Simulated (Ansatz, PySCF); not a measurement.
Barrier height from HO + C2H6 (SMILES CC) to the transition structure C2H7O, without zero-point energy, on the benchmark's geometries as Psi4's copy of the set gives them.
Transition structure (charge 0, multiplicity 2):
```xyz
10

C      1.45833    -0.44637     0.02548
C      0.46942     0.69742    -0.02749
O     -1.85304    -0.31466    -0.05305
H      1.30176    -1.06108     0.91074
H      1.36658    -1.08619    -0.85112
H      2.48224    -0.06688     0.05715
H      0.47107     1.32544     0.86104
H      0.53352     1.30350    -0.92856
H     -0.63023     0.20782    -0.07846
H     -2.26721     0.38832     0.46575
```
Reactant (charge 0, multiplicity 1):
```csv
atom,x (Å),y (Å),z (Å)
C,0.0000,0.0000,-0.7631
C,0.0000,0.0000,0.7631
H,0.0000,-1.0161,1.1583
H,-0.8790,-0.5096,-1.1583
H,-0.8799,0.5080,1.1583
H,0.8799,0.5080,1.1583
H,-0.0018,1.0161,-1.1583
H,0.8808,-0.5065,-1.1583
```

Open shells are unrestricted; no spin–orbit coupling.

Codes used: Ansatz (an electronic-structure program) with Gaussian orbitals; PySCF for the dispersion terms. Values without a source in brackets are computed.

### Question
One of these levels gives -4.06 kcal/mol for the barrier height. Which?
A. PBE/def2-TZVPPD
B. r2SCAN/def2-TZVPPD
C. revPBE/def2-TZVPPD
D. PBE-D3(BJ)/def2-TZVPPD

### Answer
B, r2SCAN/def2-TZVPPD. The others give -8.65 (PBE/def2-TZVPPD), -9.44 (PBE-D3(BJ)/def2-TZVPPD), -4.56 (revPBE/def2-TZVPPD)
